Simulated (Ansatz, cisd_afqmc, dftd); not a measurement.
Species: SiH₄, charge 0, singlet. SiH4 (SMILES [SiH4]).
B3LYP-D3(BJ)/def2-TZVP minimum from Ansatz (a first-principles code):
```
Si
H 1 1.4803
H 1 1.4803 2 109.47
H 1 1.4803 2 109.47 3 -120.00
H 1 1.4803 2 109.47 4 -120.00
```
Charge 0, spin multiplicity 1.

Property: atomisation energy (electronic, to ground-state atoms), in kJ/mol. Open shells are spin-unrestricted; no spin-orbit coupling. Correlated methods leave the cores frozen. Rows without X2C or -DK are non-relativistic. AFQMC/CISD: phaseless, guided by CISD from CCSD amplitudes; bars are statistical, one sigma. Outlying blocks are dropped, and bars are widened where a walk drifts. Over all cases where full CI ran beside it in this data, AFQMC minus full CI had a median of +0.1 mEh and passed +0.4 mEh in a tenth of the cases. CBS(X,Y): correlation extrapolated as X^-3, Hartree-Fock from the larger set (Q,5: extrapolated as (X+1)exp(-9√X)). A bracket is a step between two methods taken in the basis named. Functionals run without relativity, which enters their misses. 'core' is core correlation in cc-pwCVTZ (1s frozen past Ne), 'X2C' scalar relativity in cc-pVTZ-DK, both at CCSD(T). For partners of very few electrons the exact lower level stands in for a higher one.

```json
[
 {"level": "PBE-D4/def2-TZVPD", "program": "Ansatz + dftd4", "atomisation energy (kJ/mol)": "1316.0", "difference against the last row": "-39.0"},
 {"level": "MP2/cc-pV(D+d)Z", "program": "Ansatz", "atomisation energy (kJ/mol)": "1242.9", "difference against the last row": "-112.1"},
 {"level": "CCSD/cc-pV(T+d)Z", "program": "Ansatz", "atomisation energy (kJ/mol)": "1328.8", "difference against the last row": "-26.2"},
 {"level": "CCSD(T)/cc-pV(D+d)Z", "program": "Ansatz", "atomisation energy (kJ/mol)": "1276.6", "difference against the last row": "-78.4"},
 {"level": "CCSDT(Q)/cc-pV(D+d)Z", "program": "Ansatz", "atomisation energy (kJ/mol)": "1277.1", "difference against the last row": "-77.9"},
 {"level": "CCSDT(Q)/cc-pV(T+d)Z", "program": "Ansatz", "atomisation energy (kJ/mol)": "1332.3", "difference against the last row": "-22.7"},
 {"level": "CCSDTQ/cc-pV(D+d)Z", "program": "Ansatz", "atomisation energy (kJ/mol)": "1277.1", "difference against the last row": "-77.9"},
 {"level": "AFQMC/CISD/cc-pV(D+d)Z", "program": "cisd_afqmc", "atomisation energy (kJ/mol)": "1277.4 ± 0.3", "difference against the last row": "-77.6"},
 {"level": "CCSD(T)/CBS(cc-pV(Q+d)Z,cc-pV(5+d)Z) + [AFQMC/CISD - CCSD(T)]/cc-pV(T+d)Z + core + X2C", "program": "Ansatz + cisd_afqmc", "atomisation energy (kJ/mol)": "1355.3 ± 0.3", "difference against the last row": "0.3"},
 {"level": "CCSD(T)/CBS(cc-pV(Q+d)Z,cc-pV(5+d)Z) + [CCSDT(Q) - CCSD(T)]/cc-pV(T+d)Z + [CCSDTQ - CCSDT(Q)]/cc-pV(D+d)Z + core + X2C", "program": "Ansatz", "atomisation energy (kJ/mol)": "1355.0", "difference against the last row": "0.0"}
]
```
